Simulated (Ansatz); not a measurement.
Process, species as SMILES: P#P (P2) + 3 [H][H] (H2) → 2 P (PH3)
B3LYP-D3(BJ)/def2-TZVP geometries, fixed; electronic energies without zero-point terms.

Core correlation in the energy of full hydrogenation at MP2 with Ansatz (an electronic-structure program), in kcal/mol: frozen core against 1s of Al to Cl frozen alone. Core-valence sets carry the plain set on hydrogen. A restricted Hartree-Fock determinant is unstable towards unrestricted orbitals.

```json
[
 {"basis": "cc-pV(D+d)Z", "functions, most": "46", "frozen core": "-35.89", "1s of Al to Cl frozen alone": "-36.39", "core term (second minus first)": "-0.50"},
 {"basis": "cc-pCVDZ", "functions, most": "54", "frozen core": "-33.69", "1s of Al to Cl frozen alone": "-33.68", "core term (second minus first)": "0.01"},
 {"basis": "cc-pV(T+d)Z", "functions, most": "81", "frozen core": "-34.10", "1s of Al to Cl frozen alone": "-35.73", "core term (second minus first)": "-1.63"},
 {"basis": "cc-pCVTZ", "functions, most": "118", "frozen core": "-33.99", "1s of Al to Cl frozen alone": "-33.28", "core term (second minus first)": "0.71"},
 {"basis": "cc-pwCVTZ", "functions, most": "118", "frozen core": "-34.48", "1s of Al to Cl frozen alone": "-33.54", "core term (second minus first)": "0.93"},
 {"basis": "cc-pV(Q+d)Z", "functions, most": "154", "frozen core": "-33.98", "1s of Al to Cl frozen alone": "-34.30", "core term (second minus first)": "-0.32"},
 {"basis": "cc-pCVQZ", "functions, most": "218", "frozen core": "-34.08", "1s of Al to Cl frozen alone": "-33.15", "core term (second minus first)": "0.93"},
 {"basis": "cc-pwCVQZ", "functions, most": "218", "frozen core": "-34.04", "1s of Al to Cl frozen alone": "-33.06", "core term (second minus first)": "0.99"}
]
```

The largest core-valence set, cc-pwCVQZ, gives a core term of 0.99 kcal/mol; the valence set cc-pV(Q+d)Z, which lacks functions for the core, gives -0.32.
